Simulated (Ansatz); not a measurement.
[Br···H···F], doublet along the distance Br1-H2

Starting geometry:

```yaml
atoms:
  - { symbol: Br, position_ang: [0.0000, 0.0000, -1.3449] }
  - { symbol: H, position_ang: [0.0000, 0.0000, 0.0757] }
  - { symbol: F, position_ang: [0.0000, 0.0000, 1.2691] }
```

From there H2 is moved from one fragment to the other while all else, the fragments' distance too, stays fixed; atoms are numbered as listed. Energies are in eV, counted from the starting geometry at the same level.

Basis cc-pVTZ; Ansatz 0.2.0. Correlated methods freeze the noble-gas cores and the filled d shells of p-block atoms. Prefix R: restricted or restricted open-shell reference; prefix U: unrestricted. Active spaces: valence = (15e, 9o) chosen from the atoms' valence shells. No spin–orbit coupling is included, and no scalar relativity.

Runs in a small pair space aren't shown, since their orbitals change along the scan. A value is left out where its run failed or describes another state than the reference as far as symmetry and spin tell, or, spin-broken singlets apart, can't be checked. The reference follows the lowest state, whose symmetry changes from Σ⁺ or Δ to Π between 1.463 and 1.546.

Full CI isn't at hand for all of this; UCCSDT(Q) serves as the reference, and is uncertain by about the last step of the cluster series. The frozen core follows each run's orbitals, which can shift R against U totals by a few meV for light atoms and by up to 0.1 eV past Ca.

```tsv
distance Br1-H2 (Å)	UCCSDT(Q)	curve A	curve B	curve C	curve D
1.421	0.000	0.000	0.000	0.000	0.000
1.463	-0.196	-0.197	–	-0.069	–
1.546	-0.664	-0.676	-0.692	-0.553	-0.796
1.630	-1.116	-1.132	-1.167	-1.112	-1.357
1.714	-1.302	-1.320	-1.379	-1.421	-1.666
```

Question: The curves come from MRCISD (valence space), RHF, UCCSD(T), UHF. Compare each with UCCSDT(Q) and say which is which.

Answer: A: UCCSD(T), B: MRCISD (valence space), C: UHF, D: RHF. Spread of the error against UCCSDT(Q), over the points where both stand: A 0.018, B 0.077, C 0.247, D 0.364 eV.
